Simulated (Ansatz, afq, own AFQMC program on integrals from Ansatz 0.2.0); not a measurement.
# CO, triplet: a scan with AFQMC

```json
{"atom": "O", "x (Å)": "0.0000", "y (Å)": "0.0000", "z (Å)": "0.0000"}
{"atom": "C", "x (Å)": "0.0000", "y (Å)": "0.0000", "z (Å)": "1.1955"}
```

The O1–C2 distance is changed with both sides rigid. Energies in mEh count from this geometry (1.196 Å) at the same level; the start stands on UHF, each point on the determinant named.

Basis 6-31G. Only valence electrons are correlated. Integrals, coupled cluster, full CI and functionals: Ansatz 0.2.0; the random walks run on the same integrals in our own AFQMC program. ph-AFQMC/CISD is guided by a CISD state made of CCSD amplitudes; releasing the constraint for a short imaginary time cuts its bias at the price of noise, slowly where states lie close. ± is one standard error of the sampling.

Cautions, each for one point or more: (Q) is large, so the cluster series hasn't closed; CCSDT(Q) on the ROHF determinant differs, perhaps since the unrestricted series falls towards higher spin; cluster runs in doubt by the program's own checks; lower spins were not checked; strong correlation; the determinant fills πx and πy unequally, so it mixes two states of the linear molecule, and each level undoes that mixture to a different degree, while full CI gives the lower state; the next higher spin lies close; unrestricted determinant slightly spin contaminated; unrestricted determinant spin contaminated; walk and cluster series may follow different spin states.

| r(O1–C2) / Å | det. | T1 | weight | ⟨S²⟩ | CCSD(T) | ph-AFQMC/CISD | FCI | r2SCAN | B3LYP |
| --- | --- | --- | --- | --- | --- | --- | --- | --- | --- |
| 1.065 | UHF | 0.029 | 0.92 | 2.08 | 65.2 | 65.8 ± 0.2 | 66.2 | 59.7 | 58.1 |
| 1.289 | UHF | 0.087 | 0.76 | 2.50 | -4.8 | -5.5 ± 0.2 | -5.7 | -0.9 | -0.5 |
| 1.662 | UHF† | 0.042 | 0.86 | 2.04 | 44.0 | 43.1 ± 0.3 | 34.5 | 52.8 | 46.2 |
| 2.173 | UHF† | 0.100 | 0.61 | 2.80 | 102.7 | 101.3 ± 0.4 | 92.0 | 126.0§ | 120.0§ |
| 3.168 | UHF† | 0.005 | 0.58 | 3.00 | 127.6 | 131.6 ± 0.3 | 128.1 | 185.1§ | 167.0§ |

Weight is that of the determinant in the CISD state; at the start T1 is 0.061 and the weight 0.84, and ⟨S²⟩ is 2.28. A dagger marks points whose determinant fills other symmetries than the start's, so the wave-function levels may follow another state there, or a degenerate partner. § marks a functional whose ⟨S²⟩ is too high by over 0.1. Largest departures from full CI: CCSD(T) 10.7 mEh at 2.173 (on UHF), ph-AFQMC/CISD 9.3 mEh at 2.173 (on UHF), r2SCAN -6.6 mEh at 1.065, B3LYP -8.1 mEh at 1.065. Functionals count only at points shown to share the start's state and spin. In this small basis the wave-function levels are far from their limit, so their gap to the functionals isn't the functionals' error. In total energy ph-AFQMC/CISD lies 34 ± 5 meV above full CI at the start, so its agreement along the curve rests in part on cancellation.

Some points may be missing: those where a free walk finds a much lower state, and past Zn most of those on another determinant than at the start.
